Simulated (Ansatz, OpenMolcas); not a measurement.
# A ladder of methods for CH3BCl (SMILES C[B]Cl)

CH3BCl has 6 atoms, charge 0, and is taken as a doublet. As SMILES, `C[B]Cl`. The coordinates come from a PBE0-D4/def2-TZVP relaxation.

Each level gives the vertical ionisation energy (to the singlet cation) (eV). The values are calculated.

```csv
level,kind,program,value (eV),CPU time (all runs)
U-revPBE/aug-cc-pVDZ,GGA,Ansatz,7.90,18 s
UPBE/aug-cc-pVDZ,GGA,OpenMolcas,7.93,85 s
U-r2SCAN/aug-cc-pVDZ,meta-GGA,OpenMolcas,8.13,1.8 min
UM06-L/aug-cc-pVDZ,meta-GGA,OpenMolcas,7.94,1.8 min
UB3LYP/aug-cc-pVDZ,global hybrid,Ansatz,8.08,34 s
U-wB97M-V/aug-cc-pVDZ,range-separated hybrid,Ansatz,7.89,2.3 min
UCAM-B3LYP/aug-cc-pVDZ,range-separated hybrid,Ansatz,8.18,39 s
UB2PLYP/aug-cc-pVDZ,double hybrid,Ansatz,7.96,44 s
```

The values span 7.89 to 8.18 eV. Times are those of the runs behind each value, whatever else they computed, on shared processors of several kinds: orders of magnitude only.
